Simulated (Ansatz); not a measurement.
# SiH3F (SMILES F[SiH3]): name the method

The species is SiH3F (5 atoms), meant as a singlet with charge 0. SMILES: `F[SiH3]`. The shape is that of a PBE0-D4/def2-TZVP optimisation.

```xyz
5

F    -1.2746    0.1628    0.8580
Si    0.0433   -0.0193   -0.0307
H    -0.3678   -0.1926   -1.4437
H     0.7686   -1.2179    0.4516
H     0.8805    1.1934    0.1234
```

A calculation with Ansatz 0.2.0 gave:

```
total energy  : -391.2705 Eh
HOMO energy   : -9.58 eV
LUMO energy   : -0.38 eV
HOMO–LUMO gap : 9.19 eV
```

Q: Which of these levels gave the numbers?
A. B3LYP/def2-TZVPP
B. wB97M-V/def2-TZVPP
C. PBE/def2-TZVPP
D. B3LYP/6-31G* (spherical functions)

A: A. The others give -390.9859 Eh (PBE/def2-TZVPP), -391.1774 Eh (B3LYP/6-31G* (spherical functions)), -391.1865 Eh (wB97M-V/def2-TZVPP).
